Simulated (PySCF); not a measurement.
H₂O₂.

```xyz
4

O      0.1403    -0.7170     0.0000
O     -0.1403     0.7170     0.0000
H     -0.7681    -1.0474     0.0000
H      0.7681     1.0474     0.0000
```

The structure is a stationary point at B3LYP-D3(BJ)/def2-TZVP. The geometry has at least one imaginary mode, so it is a saddle point at that level.

The numbers are results of PBE/pcSseg-2 (PySCF), not measurements. Non-relativistic, no solvent.

Give the absolute GIAO shielding of each atom: isotropic value and principal components (ppm). (An estimate is asked for; the answer gives what the named calculation found.)


```csv
atom,σ(iso),σ11,σ22,σ33,span
O1,92.3,-82.2,36.1,323.0,405.3
O2,92.3,-82.2,36.1,323.0,405.3
H3,25.9,21.2,23.5,33.1,11.8
H4,25.9,21.2,23.5,33.1,11.8
```
